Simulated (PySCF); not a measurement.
Species: H4OSi.
Numbering: `[OH:1][SiH3:2]` (hydrogens: H3 on O1; H4, H5, H6 on Si2)

Geometry (GFN2-xTB, Å), atoms numbered from 1 in this order:
```
atom  x, y, z in Å
O1     1.109   -0.177    0.482
Si2   -0.424    0.050   -0.009
H3     1.841   -0.196   -0.127
H4    -0.826   -1.017   -0.928
H5    -0.554    1.337   -0.694
H6    -1.142    0.005    1.254
```

The closed-shell SCF was solved with PySCF and density fitting under several settings on one GFN2-xTB geometry (grid level 2 and gas phase unless stated).

| settings | basis functions | SCF cycles | E (Eh) | HOMO (eV) | LUMO (eV) | dipole (D) |
| --- | --- | --- | --- | --- | --- | --- |
| PBE0/pcSseg-1 | 61 | 10 | -366.9160 | -8.64 | 0.35 | 1.39 |
| CAM-B3LYP/def2-SVPD | 79 | 10 | -366.9824 | -10.18 | 0.71 | 1.32 |
| PBE0/6-311+G(2d,p), fitting basis def2-qzvpp-jkfit, start guess vsap | 86 | 9 | -366.9759 | -8.72 | -0.33 | 1.36 |
| PBE0/def2-SVP, grid level 4, level shift 0.3 Eh | 52 | 11 | -366.7798 | -8.49 | 0.69 | 1.36 |

Problem. Estimate the row for these settings: PBE0/def2-SVPD, fitting basis def2-universal-jkfit.

Solution. 
| settings | basis functions | SCF cycles | E (Eh) | HOMO (eV) | LUMO (eV) | dipole (D) |
| --- | --- | --- | --- | --- | --- | --- |
| PBE0/def2-SVPD, fitting basis def2-universal-jkfit | 79 | 8 | -366.7933 | -8.73 | -0.08 | 1.28 |

Problem. Over all rows, what range does the HOMO–LUMO gap span?

Solution. From 8.39 eV (PBE0/6-311+G(2d,p), fitting basis def2-qzvpp-jkfit, start guess vsap) to 10.89 eV (CAM-B3LYP/def2-SVPD). The functional of the narrowest has 25 % exact exchange, that of the widest range-separated exact exchange.

Problem. And the dipole moment?

Solution. From 1.28 D (PBE0/def2-SVPD, fitting basis def2-universal-jkfit) to 1.39 D (PBE0/pcSseg-1); the largest is 1.09 times the smallest, and the median is 1.36 D.

Problem. Compare two rows with the functional PBE0: PBE0/pcSseg-1 and PBE0/6-311+G(2d,p), fitting basis def2-qzvpp-jkfit, start guess vsap. Which energy is lower, and by how much?

Solution. PBE0/6-311+G(2d,p), fitting basis def2-qzvpp-jkfit, start guess vsap (86 functions) lies 0.0599 Eh or 38 kcal/mol below PBE0/pcSseg-1 (61 functions).

Cycle counts include a coarse-grid stage where the run had one. All basis functions are spherical, in the Pople sets too.
